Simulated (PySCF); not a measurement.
**Electric field gradients and quadrupole coupling constants**

Species: C₄H₆Cl₂.
Structure used (GFN2-xTB), in Å, numbered top down from 1:
```xyz
12
C4H6Cl2 angstrom
Cl     2.669    0.547   -0.392
C      1.267    0.015    0.577
Cl     1.771   -1.343    1.619
C      0.138   -0.394   -0.312
C     -0.805    0.661   -0.816
C     -1.265   -0.314    0.218
H      1.002    0.844    1.236
H      0.384   -1.213   -0.975
H     -1.175    0.566   -1.824
H     -0.627    1.682   -0.513
H     -1.956   -1.090   -0.070
H     -1.403    0.039    1.228
```

Field gradients from the PBE0/pcSseg-1 density (PySCF, non-relativistic), principal values in atomic units, ordered |Vxx| ≤ |Vyy| ≤ |Vzz|:

```json
{"atom": "Cl1", "Vxx": "-1.9814", "Vyy": "-2.0862", "Vzz": "4.0675"}
{"atom": "Cl3", "Vxx": "-1.9812", "Vyy": "-2.0863", "Vzz": "4.0675"}
```

Problem. Find the asymmetry η = (Vxx − Vyy)/Vzz and the couplings χ = eQV/h (234.96 MHz × Q in barn × V in au), with Q(35Cl) = −0.0817 b.

Solution. 
```json
{"atom": "Cl1", "environment": "alkyl chlorine", "nucleus": "35Cl", "η": "0.03", "χzz (MHz)": "-78.08", "χxx (MHz)": "38.04", "χyy (MHz)": "40.05"}
{"atom": "Cl3", "environment": "alkyl chlorine", "nucleus": "35Cl", "η": "0.03", "χzz (MHz)": "-78.08", "χxx (MHz)": "38.03", "χyy (MHz)": "40.05"}
```

The gradient is axial or nearly so (η below 0.05) at Cl1 and Cl3. The tensor is traceless: Vxx + Vyy + Vzz = 0.

Problem. What is Vzz at Cl3 in SI units (1 au = 9.71736 × 10²¹ V/m²)?

Solution. 4.0675 au = 39.525 × 10²¹ V/m².

Problem. And the gradient at the other heavy atoms, for which no coupling is worked out here?

Solution. 
```csv
atom,environment,Vzz (au),η
C2,CHCl2 carbon,-0.443,0.81
C4,three-membered-ring carbon,0.208,0.66
C5,three-membered-ring carbon,0.180,0.11
C6,three-membered-ring carbon,0.180,0.11
```

Problem. What couplings would deuterons (Q(2H) = 0.00286 b) have in place of the hydrogens, at this geometry?

Solution. 
```tsv
atom	bonded to	bond length (Å)	Vzz (au)	η	χzz (kHz)
H7	C2	1.092	0.2891	0.01	194
H8	C4	1.082	0.3199	0.11	215
H9	C5	1.078	0.3325	0.07	223
H10	C5	1.079	0.3313	0.08	223
H11	C6	1.078	0.3327	0.07	224
H12	C6	1.079	0.3314	0.08	223
```

The structure is a single GFN2-xTB conformer in the gas phase; no vibrational or solvent corrections. GFN2-xTB bond lengths can be off by several hundredths of an ångström, more for odd bonds, and the gradients follow them. With a basis this small, the couplings can be 20 % off.

These values come from a run that also computed NMR shieldings. The run took 35 s on Intel Xeon at 2.50 GHz, one thread, on a shared host, and the process peaked at 0.71 GiB of memory.
